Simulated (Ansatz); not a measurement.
Geometry optimisation, Ansatz 0.2.0, RKS r2SCANh/def2-SVP.

Input file:

```yaml
crystal:
  periodic: [false, false, false]
  atoms:
    - { symbol: Al, position_ang: [0.001063, -0.56587, -0.346935] }
    - { symbol: H, position_ang: [0.087249, 0.145713, 2.316897] }
    - { symbol: F, position_ang: [1.412303, 0.304121, -0.414307] }
    - { symbol: H, position_ang: [-1.295341, 0.007491, -1.013196] }
    - { symbol: "N", position_ang: [0.045561, -2.198914, 0.534726] }
    - { symbol: H, position_ang: [-0.667872, -2.915018, 0.482722] }
    - { symbol: H, position_ang: [0.890205, -2.59806, 0.929962] }
    - { symbol: H, position_ang: [0.007331, -0.525564, 2.067831] }
basis:
  gaussian: { orbitals: def2-SVP }
hamiltonian:
  xc: r2scanh
relax:
  f_tol: 0.03
  max_steps: 50
output:
  orbitals: {}
```

Command:

```bash
$ ansatz run input.yaml --threads 2 --pin off --max-ram 3072MiB --backend cpu --events-out ev --progress --plain --runs-dir out
```

Where does it end, and by what steps?

The forces met the threshold. After 17 steps the energy has fallen by 0.250 eV; H8 moved furthest, 0.80 Å.

```csv
step,energy less start (eV),largest force component (eV/Å),accepted
0,0.0000,1.728,yes
1,-0.1643,1.036,yes
2,-0.1983,0.581,yes
3,-0.2035,0.446,yes
4,-0.2228,0.471,yes
5,-0.2301,0.325,yes
6,-0.2306,0.314,yes
7,-0.2314,0.300,yes
8,-0.2391,0.403,yes
9,-0.2441,0.231,yes
10,-0.2459,0.087,yes
11,-0.2475,0.119,yes
12,-0.2486,0.061,yes
13,-0.2493,0.052,yes
14,-0.2496,0.053,yes
15,-0.2498,0.052,yes
16,-0.2499,0.036,yes
17,-0.2500,0.009,yes
```

```xyz
8
Properties=species:S:1:pos:R:3
Al 0.037 -0.715 -0.079
H 0.183 0.541 1.936
F 1.443 0.188 -0.050
H -1.298 -0.073 -0.604
N 0.153 -2.429 0.317
H -0.612 -3.088 0.244
H 0.992 -2.910 0.619
H -0.418 0.141 2.175
```

Whether the end is a true minimum wasn't checked by a vibrational analysis.

Run time: 32 s on 2 threads of Arm Neoverse V2, on a shared host, peak memory 0.15 GiB.
